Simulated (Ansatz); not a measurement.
Bulk modulus B0 (GPa) of 20 oxides, computed with PBE in Ansatz (plane waves, PAW) and with r²SCAN in Ansatz (PAW). The set holds measured phases with no doubt noted on the run or the magnetic state but for the caveats below. 12 more of the class have both values but aren't in it, for one of these reasons: built or high-temperature cells, doubts on the run or the magnetic state, unlike cells, values of zero, layered or molecular crystals, database compounds that came out metallic. Solids without a value at one level (not run, failed, or a magnetic order lost), or held back for tests, aren't counted.

All rows, in order of the shift (worked out from unrounded values):

| solid | PBE | r²SCAN | shift (%) |
|---|---|---|---|
| SiO2 (P4₁2₁2, No. 92) | 15.6 | 14.5 | -7.2 |
| A-type hexagonal La2O3 | 109 | 116 | +6.7 |
| cubic perovskite BaZrO3 | 150 | 163 | +9.2 |
| anatase TiO2 (metastable phase) | 173 | 190 | +9.7 |
| rutile CrO2 | 230 | 253 | +9.9 |
| cubic perovskite BaHfO3 | 155 | 171 | +10.0 |
| rock-salt SrO | 84.6 | 93.6 | +10.6 |
| rock-salt CaO | 105 | 117 | +11.0 |
| cubic perovskite KTaO3 | 188 | 209 | +11.2 |
| corundum (α-Al2O3) | 230 | 256 | +11.4 |
| rock-salt MgO | 149 | 167 | +11.8 |
| corundum Cr2O3 | 206 | 234 | +13.5 |
| rutile TiO2 | 202 | 229 | +13.7 |
| wurtzite ZnO | 129 | 150 | +16.1 |
| stishovite (SiO2) | 258 | 302 | +16.9 |
| corundum Ga2O3 (metastable phase) | 199 | 234 | +17.8 |
| α-quartz (SiO2) | 31.7 | 37.8 | +19.2 |
| rutile SnO2 | 167 | 203 | +21 |
| hematite (α-Fe2O3) | 170 | 210 | +24 |
| rutile PbO2 | 106 | 134 | +26 |

The shift from PBE to r²SCAN has a median of +11.6 %, and eight in ten lie between +8.9 % and +22 %; r²SCAN is the larger in 19 of 20. Each level is at its own cell, so the shift holds the change of volume too.

Ansatz's runs of these crystals have no spin polarisation, but for corundum Cr2O3, rutile CrO2, hematite (α-Fe2O3).

Density-functional runs with spin start from opposed moments for corundum Cr2O3, parallel moments for rutile CrO2, opposed moments for hematite (α-Fe2O3).

Spin–orbit coupling is left out, also for the solids with elements from indium on (rutile SnO2, A-type hexagonal La2O3, cubic perovskite BaZrO3, cubic perovskite KTaO3, cubic perovskite BaHfO3, rutile PbO2); its size isn't shown.

Each level is taken at its own relaxed cell. Ansatz's density-functional and Hartree–Fock values are scalar-relativistic unless marked +SOC, with PAW data made under PBE.

Ansatz is a program for electronic structure.
